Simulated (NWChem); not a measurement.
## NWChem input wanted

AlHF: 3 atoms, total charge 0, spin state doublet. SMILES: `[F][AlH]`. The shape is that of a PBE0-D4/def2-TZVP optimisation.

```xyz
3

F     0.9071    0.8932    0.5856
Al   -0.4325    0.3180   -0.1995
H    -0.4854   -1.2761   -0.3993
```

Settings wanted:

* task: excited
* method: CIS
* basis set: 6-31G
* integral approximation: none
* reference: UHF
* SCF convergence threshold: 1e-08
* iteration cap: 80
* symmetry: none
* number of roots: 4
* module: tddft
* d and f functions: spherical

Give an NWChem 7.3.0 job that does this.

This one ran through:

geom.xyz:
```
3

F      0.907100     0.893200     0.585600
Al    -0.432500     0.318000    -0.199500
H     -0.485400    -1.276100    -0.399300
```

geom.nw:
```
start geom
memory 2200 mb

geometry noautosym nocenter noautoz
  load geom.xyz
end

basis spherical bse
  F library 6-31G
  Al library 6-31G
  H library 6-31G
end

dft
  xc hfexch
  mult 2
  convergence energy 1e-08
  iterations 80
  noprint "final vectors analysis"
end

tddft
  cis
  nroots 4
end

task tddft energy
```

```bash
$ nwchem geom.nw > geom.out
```

Calculated total energy: -341.90865 Eh.
